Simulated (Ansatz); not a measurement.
Consider the atomization: `[BH2][AlH][CH3]` → Al• + B• + C• + 6 H•.

Program: Ansatz. Geometries: PBE0-D4/def2-TZVP. ΔE: electronic, gas phase. CCSD(T)/CBS is the MP2 limit (def2-TZVPP, def2-QZVPP) plus CCSD(T) − MP2 in def2-TZVPP, frozen cores. This one scheme is used for every species, atoms too. DFT in def2-TZVPP. No spin–orbit coupling; open shells (•) take unrestricted orbitals. Spin–orbit coupling would lower the free atoms: a little for Al, B, C.

(1) What is ΔE at CCSD(T)/CBS? (Best estimate.)

(2) What do these levels give: LDA (SPW92), PBE-D4, ωB97X-V, r2SCAN, HF/def2-TZVPP, CCSD(T)/def2-TZVPP? (An estimate is asked.)

(3) What do rigid-rotor, harmonic-oscillator terms from PBE0-D4/def2-TZVP frequencies (298.15 K, 1 bar) make of the CCSD(T)/CBS value? (Estimate.)

Largest T1 diagnostic among the species: 0.018.

## Answers

(1) The calculation gave: +29.48 eV.

(2) Computed: LDA (SPW92) 32.66, PBE-D4 29.59, ωB97X-V 29.66, r2SCAN 29.65, HF/def2-TZVPP 23.06, CCSD(T)/def2-TZVPP 28.88 eV.

(3) Ansatz gave: ΔZPE = -1.66 eV, ΔH = +28.21 eV, ΔS = 843 J/(mol·K), ΔG = +25.60 eV. Open shells count their whole term as degenerate. Modes under 50 cm⁻¹ make the entropy rough.

From BLYP to BHLYP (50 % exact exchange), in def2-TZVPP and without D4, ΔE moves by +0.06 eV. Leaving LDA and LC-ωPBE aside and taking each functional with its dispersion term where it has one, the values, not all of them listed here, spread over 0.77 eV, from revPBE-D4 to B97M-V. LDA lies +3.19 eV from PBE without D4, its usual overbinding. The D4 term adds +0.19 eV with B3LYP and +0.10 eV with PBE0; it sums over pairs of atoms, weighted by their polarisabilities, and B3LYP, whose exchange is more repulsive, gets the larger term.

B3LYP here is the variant with VWN-RPA as its local correlation; programs differ in this.

For atomizations the MP2-based limit and the directly extrapolated one differ by several kJ/mol either way, and by 10 to 25 for some Ge, Se and Sn compounds, so smaller differences from it don't rank the levels.
